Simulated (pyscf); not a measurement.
Optimised with ωB97X-D3(BJ)/def2-SVP in PySCF.

### Question
What is the homolytic dissociation enthalpy (298 K, ωB97M-D3(BJ)/def2-TZVP) of the Ge–S bond of `[SH][Ge]([Cl])([Cl])[Cl]`, to SH• + Cl–Ge•(Cl)–Cl?

### Answer
Ge–S to SH• + Cl–Ge•(Cl)–Cl: 74.0 kcal/mol. The 7 functionals that were run give +69.9 (B3LYP-D3(BJ)) to +79.7 kcal/mol (ωB97X-D3(BJ)). Left out: the spin-orbit lowering of SH. Elements up to Kr have no core potential and no relativistic terms here.
